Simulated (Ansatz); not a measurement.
# C₃H₇N: one species, many methods

How much do the methods differ for C₃H₇N? The plan is to run it at one geometry with functionals of several rungs and with coupled cluster. The yardstick is the atomisation energy at the CCSD(T) limit.

Method: functionals in def2-TZVPP, the program's frozen cores in correlated methods; program: Ansatz 0.2.0, Gaussian basis.

Levels to be run: LDA (SPW92), PBE-D4, revPBE-D4, BLYP-D4, r2SCAN-D4, B97M-V, PBE0-D4, B3LYP-D4, r2SCANh-D4, r2SCAN0-D4, HSE06-D4, BHLYP-D4, CAM-B3LYP-D4, LC-ωPBE, ωB97X-V, ωB97M-V, B2PLYP, PBE-QIDH; CCSD(T)/def2-SVP; CCSD(T)/def2-TZVPP; MP2/def2-QZVPP; extrapolation to the limit; RPA on PBE.

## (1) The geometry

All runs share one geometry, relaxed beforehand with PBE0-D4 in a triple-zeta def2 set.

SMILES `C=CNC`, 11 atoms, charge 0, spin multiplicity 1.

Atoms are counted from 1 here; the program's logs count them from 0.

Bond lengths: C1–C2 1.334 Å, C1–H5 1.085 Å, C1–H6 1.080 Å, C2–N3 1.375 Å, C2–H7 1.088 Å, N3–C4 1.442 Å, N3–H8 1.008 Å, C4–H9 1.099 Å, C4–H10 1.092 Å, C4–H11 1.091 Å. Angles: C2–C1–H5 122.1°, C2–C1–H6 120.2°, H5–C1–H6 117.7°, C1–C2–N3 127.0°, C1–C2–H7 119.8°, N3–C2–H7 113.2°, C2–N3–C4 119.3°, C2–N3–H8 114.2°, C4–N3–H8 114.4°, N3–C4–H9 113.8°, N3–C4–H10 109.3°, N3–C4–H11 109.7°, H9–C4–H10 107.9°, H9–C4–H11 108.4°, H10–C4–H11 107.5°.

## (2) LDA

This LDA is Slater exchange with PW92 correlation.

The input, in.yaml:

```yaml
crystal:
  periodic: [false, false, false]
  atoms:
    - {symbol: C, position_ang: [-1.283245, 1.433745, -0.497167]}
    - {symbol: C, position_ang: [-0.319515, 0.749323, 0.121890]}
    - {symbol: N, position_ang: [-0.183985, -0.617933, 0.181566]}
    - {symbol: C, position_ang: [1.132180, -1.190258, 0.320360]}
    - {symbol: H, position_ang: [-2.054427, 0.942408, -1.080723]}
    - {symbol: H, position_ang: [-1.330094, 2.509351, -0.406759]}
    - {symbol: H, position_ang: [0.440074, 1.279925, 0.691901]}
    - {symbol: H, position_ang: [-0.793952, -1.121183, -0.444333]}
    - {symbol: H, position_ang: [1.758760, -1.084547, -0.576689]}
    - {symbol: H, position_ang: [1.650843, -0.705893, 1.150946]}
    - {symbol: H, position_ang: [1.048763, -2.251640, 0.559808]}
basis:
  gaussian: {orbitals: def2-TZVPP}
hamiltonian: {xc: lda}
output: {orbitals: {seedname: orbitals}}
```

After this run come: PBE-D4 (GGA); revPBE-D4 (GGA); BLYP-D4 (GGA); r2SCAN-D4 (meta-GGA); B97M-V (meta-GGA); PBE0-D4 (hybrid); B3LYP-D4 (hybrid); r2SCANh-D4 (hybrid); r2SCAN0-D4 (hybrid); HSE06-D4 (hybrid); BHLYP-D4 (hybrid); CAM-B3LYP-D4 (range-separated); LC-ωPBE-D4 (range-separated); ωB97X-V (range-separated); ωB97M-V (range-separated); B2PLYP (double hybrid); PBE-QIDH (double hybrid); CCSD(T) in def2-SVP; CCSD(T) in def2-TZVPP; MP2 in def2-QZVPP; RPA on PBE orbitals.

**Question.** What will the summary of the whole plan be? Wanted: atomisation energy, CCSD(T)/CBS; farthest beyond LDA; mean size of error, GGA; mean size of error, meta-GGA; mean size of error, hybrid; mean size of error, range-separated; mean size of error, double hybrid; gap, smallest and largest; T1 diagnostic.

The runs gave:

```
                               quantity                                                                 value
        atomisation energy, CCSD(T)/CBS                                                         4280.4 kJ/mol
 functionals within 21.4 kJ/mol (0.5 %)  revPBE-D4, r2SCAN-D4, B97M-V, r2SCANh-D4, LC-ωPBE, ωB97X-V, PBE-QIDH
                    farthest beyond LDA                                                PBE-D4 (+122.0 kJ/mol)
                mean size of error, GGA                                                           57.2 kJ/mol
           mean size of error, meta-GGA                                                           11.7 kJ/mol
             mean size of error, hybrid                                                           45.8 kJ/mol
    mean size of error, range-separated                                                           20.2 kJ/mol
      mean size of error, double hybrid                                                           17.8 kJ/mol
              gap, smallest and largest                             4.52 eV (LDA (SPW92)), 11.59 eV (LC-ωPBE)
                          T1 diagnostic                                                                0.0114
triples share of the correlation energy                                                                 4.0 %
```

In words: LDA overbinds by 635.5 kJ/mol (15 %). PBE-D4 is off by +122.0 kJ/mol. Double hybrids carry the basis error of their MP2 part in triple zeta, and no dispersion term here, so their miss is partly the set-up's. The rungs meta-GGA, double hybrid, range-separated miss on average by less than the doubt on the reference (21.4 kJ/mol), so they tie. The reference freezes the cores and leaves out relativity and excitations past (T), so misses under about 21.4 kJ/mol can't be ranked. Hartree-Fock recovers 73 % of the binding; the rest is correlation. CCSD(T) in def2-SVP is off by -192.9 kJ/mol, more than most functionals: a good method in a small basis is no reference. Orbital gaps span 4.5 to 11.6 eV; exact exchange widens them.
